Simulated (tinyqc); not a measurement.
Starting guesses with plain Roothaan steps: SCF starting guesses in the sto-3g basis, for H2O, spin multiplicity 1. Computed by the program tinyqc with PySCF. 

Geometry (angstrom):
```
atom,x,y,z
O,0.0000,0.0000,0.0000
H,0.0000,0.8760,0.6710
H,0.0000,-0.8760,0.6710
```

lowest restricted solution found by these runs and by PySCF = -74.940147 hartree

RHF with one setting changed at a time; a run stops when the energy changes by less than 1e-09 hartree and the error matrix is below 1e-5. Starts: the lowest orbitals of the core Hamiltonian, of the Wolfsberg-Helmholz matrix (K = 1.75), projected atomic densities, random orbitals, and the highest orbitals of the core Hamiltonian (a deliberately bad start).

Largest element of the error matrix X^T (FDS - SDF) X:
```
iteration,core,Wolfsberg-Helmholz,atomic densities,random,highest core orbitals
1,5.5e-01,4.8e-01,9.9e-01,8.7e+00,3.9e-01
2,2.5e-01,1.2e-01,2.0e-01,4.2e-01,6.1e-01
3,6.6e-02,3.6e-02,2.8e-02,1.1e-01,1.9e-01
4,1.6e-02,1.2e-02,6.8e-03,3.5e-02,4.6e-02
5,5.8e-03,4.6e-03,1.2e-03,1.9e-02,1.1e-02
6,2.5e-03,1.9e-03,2.9e-04,1.1e-02,3.7e-03
8,5.6e-04,3.9e-04,2.1e-05,3.2e-03,6.7e-04
10,1.3e-04,9.2e-05,-,9.8e-04,1.6e-04
14,7.1e-06,5.1e-06,-,8.9e-05,9.1e-06
```

How each run ends:
```
run,iterations,E (hartree),state
core,14,-74.94015,lowest found
Wolfsberg-Helmholz,14,-74.94015,lowest found
atomic densities,9,-74.94015,lowest found
random,18,-74.94015,lowest found
highest core orbitals,15,-74.94015,lowest found
```

5 of 5 runs reach the lowest restricted solution found, in 9 to 18 iterations (fastest: atomic densities). The first errors are 6e-01, 5e-01, 1e+00, 9e+00, 4e-01; the deliberately bad start has the smallest one, so a small first error does not mark a good start.
